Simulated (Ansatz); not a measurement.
The input, for Ansatz 0.2.0:

```yaml
crystal:
  periodic: [false, false, false]
  atoms:
    - {symbol: B, position_ang: [0.000000, 0.000000, 0.000000]}
    - {symbol: As, position_ang: [0.000000, 0.000000, 1.795100]}
basis:
  gaussian: {orbitals: aug-cc-pVDZ}
total_charge: -1
magnetization: {spin_polarized: true, initial_magnetization: 1}
correlation: {method: ccsdt_q, electrons: outside_noble_gas}
```

```sh
$ ansatz run in.yaml --threads 1 --pin off --events-out ev --progress --plain --max-ram 2393MiB
```

The program prints:

```
1003 factors; integrals over basis functions are off by at most 2.4e-7 eV
mean field evaluation 1: about -61463.5077 eV, gradient 8.2e0 eV
mean field evaluation 2: about -61463.5156 eV, gradient 8.3e0 eV
mean field evaluation 4: about -61464.5963 eV, gradient 2.4e0 eV
mean field evaluation 8: about -61464.8647 eV, gradient 5.6e-1 eV
mean field evaluation 16: about -61465.0463 eV, gradient 2.7e-3 eV
mean field evaluation 32: about -61464.2718 eV, gradient 3.0e0 eV
mean field evaluation 64: about -61464.7389 eV, gradient 5.8e-1 eV
mean field evaluation 96: about -61460.3482 eV, gradient 1.8e1 eV
mean field evaluation 128: about -61464.2484 eV, gradient 2.4e-4 eV
mean field evaluation 160: about -61464.2484 eV, gradient 2.8e-3 eV
...
mean field -61465.04634256 eV, -2258.7987905844 hartree, gradient 2.8e-6 eV, S^2 1.296658; 19 other end points of the search recorded, 0 dependent functions left out
determinant -61465.04634256 eV, -2258.7987905844 hartree, with singles and doubles -61470.28989664 eV, -2258.9914876426 hartree
determinant -61464.24836940 eV, -2258.7694656116 hartree, with singles and doubles -61469.42708724 eV, -2258.9597799820 hartree
determinant -61462.46128047 eV, -2258.7037913047 hartree, with singles and doubles -61466.93515815 eV, -2258.8682032771 hartree
determinant -61462.27081225 eV, -2258.6967917268 hartree, with singles and doubles -61467.12198281 eV, -2258.8750689565 hartree
determinant -61462.12245273 eV, -2258.6913396149 hartree, with singles and doubles -61466.67798675 eV, -2258.8587524021 hartree
determinant -61462.09225124 eV, -2258.6902297307 hartree, with singles and doubles -61466.55232347 eV, -2258.8541343619 hartree
determinant -61461.97167406 eV, -2258.6857986009 hartree, with singles and doubles -61466.70358054 eV, -2258.8596929568 hartree
determinant -61461.83302576 eV, -2258.6807033699 hartree, with singles and doubles -61466.17254558 eV, -2258.8401777821 hartree
determinant -61461.80109531 eV, -2258.6795299476 hartree, with singles and doubles -61466.50518900 eV, -2258.8524022020 hartree
determinant -61461.77376062 eV, -2258.6785254163 hartree, with singles and doubles -61466.68538063 eV, -2258.8590241224 hartree
15 core orbitals not correlated: weight in the atoms' cores, before any rotation towards them, 1.000 or more for the frozen orbitals, at most 0.000 for the correlated occupied ones
reference -61465.04634256 eV, -2258.7987905844 hartree; 5, 4 occupied and 39, 40 virtual orbitals, 1003 factors
second order -4.36718668 eV of doubles, -0.00000000 eV of singles
...
cycle  15  -5.68239528 eV  change   -4.1e-5 eV  update   5.9e-5
cycle  16  -5.68232014 eV  change    7.5e-5 eV  update   3.2e-5
cycle  17  -5.68230997 eV  change    1.0e-5 eV  update   1.5e-5
cycle  18  -5.68228496 eV  change    2.5e-5 eV  update   8.3e-6
cycle  19  -5.68227542 eV  change    9.5e-6 eV  update   3.8e-6
cycle  20  -5.68227354 eV  change    1.9e-6 eV  update   2.2e-6
cycle  21  -5.68227299 eV  change    5.5e-7 eV  update   1.5e-6
cycle  22  -5.68227488 eV  change   -1.9e-6 eV  update   1.1e-6
cycle  23  -5.68227685 eV  change   -2.0e-6 eV  update   6.9e-7
cycle  24  -5.68227771 eV  change   -8.6e-7 eV  update   4.3e-7
perturbative correction -0.04112069 eV, -0.0015111577 hartree
Total energy: -61470.76974097 eV, -2259.0091215964 hartree
```

The determinant's ⟨S²⟩ is 1.30 against 0.75 for a pure state. The T1 diagnostic is 0.096.

Ran on 1 thread of AMD EPYC, shared host: 2.6 min wall, 0.5 GiB peak host memory.
